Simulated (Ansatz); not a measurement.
Steps of a relaxation of AlF$_{3}$ with RKS PBE0-D4/def2-TZVP.

```sh
$ ansatz run in.yaml --threads 2 --pin off --events-out ev --progress --plain --max-ram 22528MiB --backend cpu
```

```yaml
crystal:
  periodic: [false, false, false]
  atoms:
    - {symbol: Al, position_ang: [0.000000, 0.000000, 0.000000]}
    - {symbol: F, position_ang: [0.000000, 1.644720, 0.000000]}
    - {symbol: F, position_ang: [1.424369, -0.822360, 0.000000]}
    - {symbol: F, position_ang: [-1.424369, -0.822360, 0.000000]}
basis:
  gaussian: {orbitals: def2-TZVP}
hamiltonian: {xc: pbe0, dispersion: d4}
relax: {f_tol: 0.005, max_steps: 150}
```

Positions (Å) and forces (eV/Å) along the path, 6 of 6 steps:

```xyz
4
step=1 energy=-14746.7547 eV
Al    0.000    0.000    0.000    0.000    0.000    0.000
F     0.000    1.645    0.000    0.000   -0.513    0.000
F     1.424   -0.822    0.000   -0.444    0.256    0.000
F    -1.424   -0.822    0.000    0.444    0.256    0.000
4
step=2 energy=-14746.7630 eV
Al    0.000    0.000    0.000    0.000    0.000    0.000
F     0.000    1.638    0.000    0.000   -0.295    0.000
F     1.418   -0.819    0.000   -0.256    0.148    0.000
F    -1.418   -0.819    0.000    0.256    0.148    0.000
4
step=3 energy=-14746.7670 eV
Al    0.000    0.000    0.000    0.000    0.000    0.000
F     0.000    1.629    0.000    0.000    0.010    0.000
F     1.410   -0.814    0.000    0.008   -0.005    0.000
F    -1.410   -0.814    0.000   -0.008   -0.005    0.000
4
step=4 energy=-14746.7670 eV
Al    0.000    0.000    0.000    0.000    0.000    0.000
F     0.000    1.629    0.000    0.000   -0.005    0.000
F     1.411   -0.815    0.000   -0.004    0.003    0.000
F    -1.411   -0.815    0.000    0.004    0.003    0.000
4
step=5 energy=-14746.7670 eV
Al    0.000    0.000    0.000    0.000    0.000    0.000
F     0.000    1.629    0.000    0.000    0.000    0.000
F     1.411   -0.814    0.000    0.000    0.000    0.000
F    -1.411   -0.814    0.000    0.000    0.000    0.000
4
step=6 energy=-14746.7670 eV
Al    0.000    0.000    0.000    0.000    0.000    0.000
F     0.000    1.629    0.000    0.000    0.000    0.000
F     1.411   -0.814    0.000    0.000    0.000    0.000
F    -1.411   -0.814    0.000    0.000    0.000    0.000
```

Hardware: 2 threads of an AMD EPYC 7R13 on a shared host. Wall time 9 s, peak host memory 0.36 GiB.
